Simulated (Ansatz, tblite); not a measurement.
Zinc-blende AlP, band gap

Reference value: 2.54 eV (measured, zero-point renormalisation of 0.02 eV added back here (the table's ZPR column); inputs from Chen et al. (2018), doi:10.1103/physrevmaterials.2.073803).

Problem. What do IPEA1-xTB, LDA, PBE, rVV10, PBE0 give, and how far is each from the reference?

Solution. 
| level (code) | value (eV) | cell (Å³/atom) | error (eV) |
|---|---|---|---|
| IPEA1-xTB (tblite) | 2.72 | 20.57 | +0.18 |
| LDA (Ansatz) | 1.45 (indirect) | 20.38 | -1.09 |
| PBE (Ansatz) | 1.59 (indirect) | 20.38 | -0.95 |
| rVV10 (Ansatz) | 1.70 | 20.98 | -0.84 |
| PBE0 (Ansatz) | 2.94 (indirect) | 20.38 | +0.40 |

Leaving aside IPEA1-xTB (doubt noted below): Of the ranked levels PBE0 (+0.40 eV) comes nearest. Farthest off among them: LDA (-1.09 eV). Of the ranked levels only PBE0 lands within 0.5 eV.

Density-functional gaps are differences of (generalised) Kohn–Sham levels of a static lattice; semilocal ones lie below quasiparticle gaps as a rule. Measured gaps hold zero-point and thermal shifts unless a correction is named.  IPEA1-xTB, rVV10: the gap is read on the k mesh or supercell of the run alone and can be too large. IPEA1-xTB: this parameter set was refitted to ionisation energies, not structures. Values are at the measured cell; IPEA1-xTB at the level's own equilibrium cell; rVV10 at the level's own relaxed cell. Cutoffs and k meshes differ between the levels. Ansatz's density-functional and Hartree–Fock values are scalar-relativistic unless marked +SOC, with PAW data made under PBE.

Differences are worked out from the printed values.

Ansatz is a quantum-chemistry and plane-wave program.
